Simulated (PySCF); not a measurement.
# C2H5O2S: g tensor and hyperfine couplings

Species: C2H5O2S (doublet state).
Geometry (GFN2-xTB, Å), atoms numbered from 1 in this order:
```
atom  x, y, z in Å
C1    -1.482   -0.485    0.120
S2    -0.174    0.682    0.111
C3     1.313   -0.277    0.512
O4    -0.049    1.183   -1.232
O5    -0.419    1.618    1.178
H6    -1.838   -0.844   -0.825
H7    -2.115   -0.522    0.984
H8     1.442   -1.032   -0.251
H9     2.156    0.403    0.520
H10    1.175   -0.722    1.489
```

The hyperfine couplings belong to this conformer and change with its torsions.

The species is `[CH2]S(C)(=O)=O` [radical].

The calculation used UKS B3LYP, pcH-1 on C H O S, non-relativistic, mean-field spin-orbit, GIAO in PySCF. Geometry: GFN2-xTB; no solvent, vibrations or thermal averaging. Couplings are sensitive to structure, and on GFN2-xTB geometries they can be far from those on DFT ones. Stability of the SCF solution: not tested.

```
g1, g2, g3                      : 2.00169, 2.00239, 2.00279
g_iso                           : 2.00229
Form of g                       : rhombic: the two nearest values differ by 36 % of g3 − g1
⟨S²⟩                            : 0.7537 (exact 0.7500)
HOMO–LUMO gap, α and β orbitals : 8.72, 4.43 eV
Total energy                    : -627.73697 Eh
```

Hyperfine couplings atom by atom, in mT; T1 to T3 are the principal values of the dipolar part (MHz turned into mT with g_iso):

```tsv
atom	isotope	a_iso	of which spin–orbit	T1	T2	T3	Mulliken spin population
C1	13C	3.88	0.00	-2.88	-2.84	5.71	1.04
S2	33S	-0.41	0.00	-0.07	0.02	0.05	-0.01
C3	13C	0.10	0.00	-0.07	-0.05	0.13	0.00
O4	17O	-0.10	0.00	-0.40	0.18	0.22	0.02
O5	17O	-0.10	0.00	-0.40	0.18	0.22	0.02
H6	1H	-2.14	0.00	-1.36	-0.08	1.44	-0.04
H7	1H	-2.14	0.00	-1.36	-0.08	1.44	-0.04
H8	1H	0.14	0.00	-0.12	-0.09	0.20	0.00
H9	1H	0.93	0.00	-0.07	-0.04	0.11	0.01
H10	1H	0.14	0.00	-0.12	-0.09	0.20	0.00
```

The largest Mulliken spin population is on C1 (+1.04). The angles at C1 add up to 355.9°, so it is nearly planar; its axial dipolar tensor and the negative couplings of its protons fit spin in a p orbital normal to that plane.

Axes: g3 points within 7° of the C1–S2 bond.

Under fast tumbling the dipolar parts average out, and these isotropic splittings remain: 2 × 1H (H6/H7, I = 1/2, 3 lines) with 2.14 mT and 3 × 1H (H8/H9/H10, I = 1/2, 4 lines) with 0.40 mT.

Means are taken over nuclei equivalent by connectivity, which assumes that they swap fast. The three 1H nuclei of mean +11.2 MHz run from 3.8 to 25.9 MHz in the frozen geometry.

The 33S coupling of S2 (-11.4 MHz) shows only in satellite lines or after enrichment, since that isotope makes up about 0.76 % of natural sulfur.

The 13C coupling of C1 (108.7 MHz) shows only in satellite lines or after enrichment, since that isotope makes up about 1.07 % of natural carbon.

β density exceeds α density at some nuclei, such as S2 (-0.0334) and H6/H7 (-0.0134), spin density in bohr⁻³. In a single determinant that takes different orbitals for the two spins, that is spin polarisation.
